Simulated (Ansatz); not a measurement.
## GeH, quartet: stretch scan

Starting geometry (PBE0/def2-TZVP stationary point for this spin):

| atom | x (Å) | y (Å) | z (Å) |
| --- | --- | --- | --- |
| Ge | 0.0000 | 0.0000 | 0.0000 |
| H | 0.0000 | 0.0000 | 1.5719 |

From there H2 moves along the line of the two atoms named below, all else staying in place; atoms are numbered as listed. Energies are in eV, counted from the starting geometry at the same level.

Basis cc-pVTZ; Ansatz 0.2.0. Correlated methods freeze the noble-gas cores and the filled d shells of p-block atoms. R marks a restricted (for open shells ROHF) determinant, U an unrestricted one. No spin–orbit coupling is included, and no scalar relativity.

The frozen core of the U runs drifts against the reference's along the scan: U less R at the highest common level changes by 18 meV, which enters the U errors.

Full CI is exact within this basis and frozen core; it isn't the basis-set limit. The frozen core follows each run's orbitals, which can shift R against U totals by a few meV for light atoms and by up to 0.1 eV past Ca.

```tsv
distance Ge1-H2 (Å)	full CI	unpaired electrons (full CI)	error RHF	error RCCSD	error UCCSD	error UCCSDT	error RCCSDT(Q)	error UCCSDT(Q)
1.243	1.247	3.01	-0.166	-0.021	-0.023	-0.006	-0.001	-0.005
1.382	0.319	3.01	-0.112	-0.014	-0.014	-0.004	0.000	-0.003
1.572	0.000	3.02	0.000	0.000	0.000	0.000	0.000	0.000
1.731	0.115	3.03	0.130	0.012	0.011	0.004	0.000	0.003
1.932	0.401	3.03	0.214	0.012	0.018	0.008	0.001	0.008
2.196	0.720	3.03	0.001	0.002	0.013	0.012	0.001	0.012
2.561	0.938	3.03	-0.167	-0.012	0.001	0.014	0.001	0.014
2.871	1.011	3.03	-0.220	-0.017	-0.003	0.014	0.001	0.014
3.396	1.055	3.03	-0.250	-0.019	-0.006	0.014	0.001	0.015
4.298	1.072	3.03	-0.260	-0.020	-0.007	0.014	0.001	0.015
5.334	1.075	3.03	-0.262	-0.020	-0.007	0.014	0.001	0.015
```

Unpaired electrons are Σ n²(2−n)² over natural occupations. Errors are those of relative energies. In total energy the starting point itself misses full CI by: RHF 2.191, RCCSD 0.088, UCCSD 0.061, UCCSDT -0.024, RCCSDT(Q) -0.001, UCCSDT(Q) -0.025 eV.

Spread of the error over the points with a reference, to 5.334 Å (largest less smallest): RCCSDT(Q) 0.002, UCCSDT(Q) 0.020, UCCSDT 0.020, RCCSD 0.034, UCCSD 0.041, RHF 0.476 eV.
